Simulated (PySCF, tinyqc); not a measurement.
CIS on RHF in the sto-3g basis, for CH+, spin multiplicity 1, step by step. The lowest restricted solution is unstable here: a spin-polarised one lies 0.0145 hartree lower (PySCF). One step of it, computed by the program tinyqc.

Problem. CIS matrix, singlets. A(ia,jb) = (e_a - e_i) d_ij d_ab + 2 (ia|jb) - (ij|ab).

orbital energies (hartree): MO1 -11.731254, MO2 -1.313362, MO3 -0.883109, MO4 -0.307869, MO5 -0.307869, MO6 0.313289

Two-electron integrals over orbitals (pq|rs), unique and non-zero (hartree):
```
(11|11) 3.511972    (21|11) -0.290375   (21|21) 0.040011    (22|11) 0.755458
(22|21) -0.003196   (22|22) 0.646179    (31|11) 0.199646    (31|21) -0.021348
(31|22) 0.021607    (31|31) 0.029187    (32|11) -0.073133   (32|21) 0.009415
(32|22) 0.064492    (32|31) 0.008609    (32|32) 0.073865    (33|11) 0.799248
(33|21) -0.016163   (33|22) 0.504743    (33|31) -0.008761   (33|32) -0.058132
(33|33) 0.661867    (41|41) 0.021522    (42|41) 0.023221    (42|42) 0.091668
(43|41) -0.016086   (43|42) -0.046463   (43|43) 0.061362    (44|11) 0.852054
(44|21) -0.009114   (44|22) 0.565160    (44|31) 0.005805    (44|32) -0.038639
(44|33) 0.581732    (44|44) 0.672833    (51|51) 0.021522    (52|51) 0.023221
(52|52) 0.091668    (53|51) -0.016086   (53|52) -0.046463   (53|53) 0.061362
(54|54) 0.036269    (55|11) 0.852054    (55|21) -0.009114   (55|22) 0.565160
(55|31) 0.005805    (55|32) -0.038639   (55|33) 0.581732    (55|44) 0.600295
(55|55) 0.672833    (61|11) 0.156637    (61|21) -0.026524   (61|22) -0.010871
(61|31) 0.001371    (61|32) -0.014252   (61|33) 0.021566    (61|44) 0.003702
(61|55) 0.003702    (61|61) 0.026900    (62|11) -0.224224   (62|21) 0.003666
(62|22) -0.052933   (62|31) -0.012272   (62|32) 0.034106    (62|33) -0.047936
(62|44) -0.107747   (62|55) -0.107747   (62|61) 0.005137    (62|62) 0.111765
(63|11) -0.128064   (63|21) 0.004900    (63|22) 0.017918    (63|31) 0.005760
(63|32) 0.056552    (63|33) -0.091824   (63|44) -0.056271   (63|55) -0.056271
(63|61) -0.008567   (63|62) 0.058314    (63|63) 0.079975    (64|41) -0.011823
(64|42) -0.043264   (64|43) 0.009760    (64|64) 0.030587    (65|51) -0.011823
(65|52) -0.043264   (65|53) 0.009760    (65|65) 0.030587    (66|11) 0.715032
(66|21) -0.003445   (66|22) 0.622458    (66|31) 0.018281    (66|32) 0.083820
(66|33) 0.499696    (66|44) 0.514008    (66|55) 0.514008    (66|61) -0.008771
(66|62) 0.017211    (66|63) 0.051553    (66|66) 0.683936
```

Give: CIS matrix A, singlet.

Solution.

CIS matrix A, singlet (hartree):
```
         1>4      1>5      1>6      2>4      2>5     2>6      3>4      3>5
1>4  10.6144   0.0000   0.0000   0.0556   0.0000  0.0000  -0.0380   0.0000
1>5   0.0000  10.6144   0.0000   0.0000   0.0556  0.0000   0.0000  -0.0380
1>6   0.0000   0.0000  11.3833   0.0000   0.0000  0.0137   0.0000   0.0000
2>4   0.0556   0.0000   0.0000   0.6237   0.0000  0.0000  -0.0543   0.0000
2>5   0.0000   0.0556   0.0000   0.0000   0.6237  0.0000   0.0000  -0.0543
2>6   0.0000   0.0000   0.0137   0.0000   0.0000  1.2277   0.0000   0.0000
3>4  -0.0380   0.0000   0.0000  -0.0543   0.0000  0.0000   0.1162   0.0000
3>5   0.0000  -0.0380   0.0000   0.0000  -0.0543  0.0000   0.0000   0.1162
3>6   0.0000   0.0000  -0.0354   0.0000   0.0000  0.0328   0.0000   0.0000

         3>6
1>4   0.0000
1>5   0.0000
1>6  -0.0354
2>4   0.0000
2>5   0.0000
2>6   0.0328
3>4   0.0000
3>5   0.0000
3>6   0.8567
```
